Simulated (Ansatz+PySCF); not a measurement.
triplet O₂: levels of theory in one basis

```yaml
atoms:
  - { symbol: O, position_ang: [0.0000, 0.0000, -1.0992] }
  - { symbol: O, position_ang: [0.0000, 0.0000, 1.0992] }
```

Basis set: STO-3G (spherical functions). Frozen core: 2 orbitals. Correlation on ROHF uses semicanonical orbitals with singles. Charge 0, multiplicity 3.

Computed with Ansatz (development build ahead of 0.2.0); each method stands on the lowest determinant of its kind that the runs found.

```
                            method  E − E(ROHF) (eV)  <S²> of the determinant
                              ROHF              0.00                     2.00
                               UHF             -2.36                     2.96
                          ROHF-MP2             -0.40                        –
                           UHF-MP2             -2.41                     2.96
                         ROHF-CCSD             -1.10                        –
                          UHF-CCSD             -3.66                     2.96
                      ROHF-CCSD(T)             -1.11                        –
                       UHF-CCSD(T)             -3.66                     2.96
full CI (lowest root of this spin)             -3.67                        –
```

At such a shape the full CI root can have another spatial symmetry than the determinants, so the rows needn't describe one state.

Q: Is a single determinant a sound starting point here?

A: It is doubtful. Unrestricted orbitals lower Hartree–Fock by 2.36 eV and <S²> is 2.96 where a pure state has 2.00, a sign of strong static correlation.

Caution for ROHF, ROHF-MP2, ROHF-CCSD, ROHF-CCSD(T): an unrestricted determinant lies well below. Caution for ROHF, UHF, ROHF-MP2, UHF-MP2, ROHF-CCSD, UHF-CCSD, ROHF-CCSD(T), UHF-CCSD(T): the determinant may break the point group. Caution for UHF, UHF-MP2, UHF-CCSD, UHF-CCSD(T): the unrestricted determinant is a mixture of spin states. Caution for ROHF-MP2, UHF-MP2, ROHF-CCSD, ROHF-CCSD(T): large amplitudes, a single reference is doubtful. Caution for ROHF-MP2: the program doubts this total. Caution for ROHF-MP2, UHF-MP2: another reference gives a lower total. Caution for UHF-CCSD, UHF-CCSD(T): very large amplitudes, the method is breaking down; the amplitudes may be one of several solutions.
